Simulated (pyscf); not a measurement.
Thermochemistry of product channels of :HSi–AsH₂ [singlet] + water (H₂O) on the singlet surface, in kJ/mol, from ωB97M-D3(BJ)/def2-TZVP energies (ideal gas, 1 atm, RRHO with modes under 100 cm⁻¹ raised to 100, one conformer, R ln 2 for rigid chiral ones). Structures and frequencies: ωB97X-D3(BJ)/def2-SVP in PySCF.

```
products                                  ΔE  ΔH(298 K)  ΔG(298 K)  ΔG(600 K)
-------------------------------------  -----  ---------  ---------  ---------
HO–Si:–AsH₂ [singlet] + hydrogen (H₂)      ?     -122.7     -112.6     -103.9
HO–SiH₂–AsH₂                               ?     -283.2     -238.3     -193.1
O=SiH–AsH₂ + hydrogen (H₂)             -95.8     -111.9     -101.3      -91.7
```

**Question.** Some entries are withheld; supply them.

**Answer.** 
- HO–Si:–AsH₂ [singlet] + hydrogen (H₂), ΔE: -113.8
- HO–SiH₂–AsH₂, ΔE: -285.6

These are energies of the channels, which say nothing of barriers. :HSi–AsH₂ [singlet] lies 70.3 kJ/mol over its isomer H₂Si=AsH, and others may lie lower still (electronic energy, ωB97M-D3(BJ)). Elements up to Kr have no core potential and no relativistic terms here.
